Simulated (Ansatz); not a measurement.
Relaxed structures of AlSiNH₆, closed shell (PBE0-D4/def2-TZVP; forces vanish, vibrations not checked; lower isomers may exist, and structures with a doubtful reference or unclear bonds are left out; Å). Ansatz 0.2.0; basis: def2-TZVPP; cores frozen in the correlated methods.

(1) Rank them by CCSD(T) energy, lowest first, and give each one's height above the lowest. Links in brackets join atoms within 1.22 times the sum of their covalent radii (1.1 for two metals). (Judge from chemistry; the value comes from the calculation.)
A.
AlSiNH₆ ([NH2][AlH][SiH3])
```
9
angstrom
N -1.2433 1.0127 -1.1609
Al 0.1036 0.9655 -0.0169
Si 0.8118 -1.2267 0.8198
H -1.7426 0.2045 -1.4961
H -1.6222 1.8513 -1.5717
H 0.7606 2.3521 0.3873
H 2.2367 -1.5105 0.4795
H -0.0067 -2.3382 0.2534
H 0.7021 -1.3106 2.3056
```
B.
AlSiNH₆ ([AlH2][NH][SiH3])
```
9
angstrom
N -0.2388 0.0255 -0.0431
Al 0.8062 1.4688 -0.0051
Si 0.1161 -1.5941 0.4396
H -1.1776 0.1633 -0.3962
H 2.2810 1.3041 0.5380
H 0.1869 2.8314 -0.5212
H 1.5193 -1.6142 0.9264
H -0.0213 -2.5594 -0.6871
H -0.7834 -2.0657 1.5300
```
C.
AlSiNH₆ ([NH3][AlH][SiH2])
```
9
angstrom
N -1.0090 0.7803 -1.2929
Al 0.1585 0.9750 0.4072
Si 0.6835 -1.2622 0.7466
H -1.2781 -0.1999 -1.3440
H -1.8556 1.3408 -1.2812
H 0.6362 2.4874 0.1910
H -0.5025 1.0126 -2.1420
H -0.7078 -1.8230 0.5036
H 0.9402 -1.5623 2.1934
```

T1 diagnostic: at most 0.018. The restricted Hartree–Fock reference is unstable towards an unrestricted one at one or more of these structures.

## Answers

(1) The calculation gives: B (0.00 kcal/mol), A (10.63 kcal/mol), C (48.85 kcal/mol). Heights count from the lowest.

For scale, one of the runs: CCSD(T)/def2-TZVPP, 199 basis functions, launched by `ansatz run in.yaml --threads 2 --pin off --events-out ev --progress --plain --max-ram 4352MiB`. Time: 43 s of wall clock on 2 CPU threads of an Arm Neoverse V1; the host was shared. Peak host memory: 2.2 GiB.
